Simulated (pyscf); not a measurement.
This saddle point was located with ωB97X-D3(BJ)/def2-SVP in PySCF.

```
Ga
O 1 1.6524
O 1 1.9006 2 149.97
H 3 0.9679 1 130.39 2 39.33
H 3 1.2745 4 134.44 1 -102.28
H 5 1.0113 3 139.57 4 139.33
```
Charge 0, spin multiplicity 1.

Surface: singlet, charge 0. Lowest wavenumbers (cm⁻¹): 1458i, 187, 214, 302, 604.

### Question
Name the species on either side of this saddle.

### Answer
`[O]=[Ga][OH]` + `[H][H]` ⇌ `[O]=[GaH]` + `[OH2]`, a four-centre exchange read from left to right: Ga–O, H–H broken and Ga–H, H–O formed. At ωB97M-D3(BJ)/def2-TZVP it lies +1.25 eV from the left side and +1.18 eV from the right (each side as separated species at their lowest minima found). On the product side the descent ends in an adduct with a Ga–O contact (not fully relaxed), 0.70 eV under the separated species and 1.84 eV under the saddle at ωB97X-D3(BJ)/def2-TZVP. What is counted as broken (Ga–O) persists as a longer contact in the product adduct; parting that adduct is a step of its own. At the saddle there is also a short Ga–H contact that neither side keeps. The same reactants have a lower exit, to HO–GaH–OH (barrier +0.71 eV at ωB97M-D3(BJ)/def2-TZVP, against +1.25 eV here). O=GaH lies 2.09 eV over its isomer HO–Ga [singlet] (electronic energy, ωB97M-D3(BJ)/def2-TZVP). One saddle was located; it need not be the lowest between these sides. Elements up to Kr have no core potential and no relativistic terms here.
